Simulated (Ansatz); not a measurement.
A relaxed structure of Fe. Space group Im-3m (No. 229), bcc (W type). All values below come from PBE (plane waves to 420 eV, PAW, scalar-relativistic; Ansatz, a quantum-chemistry and plane-wave program).

```xyz
1
Lattice="-1.4158 1.4158 1.4158 1.4158 -1.4158 1.4158 1.4158 1.4158 -1.4158" Properties=species:S:1:pos:R:3 pbc="T T T"
Fe     0.0000     0.0000     0.0000
```

Task: What is the computed magnetic moment (PBE)?

Result: Net 2.17 μB/atom, ferromagnetic.

Spin state reached: ferromagnetic (net 2.17 μB/atom), from parallel starting moments; other spin orders were not run from this start.

Measured for Fe: a 2.853 Å (static lattice; corrected from measurement; as listed in Daniel Mejia-Rodriguez, S. B. Trickey, Phys. Rev. B (2018)). Computed minus measured — a: PBE -0.7 %. The computed values are for a static lattice.

The run could not lose the symmetry of its start; a randomly shaken copy of 2 atoms returns to this structure.
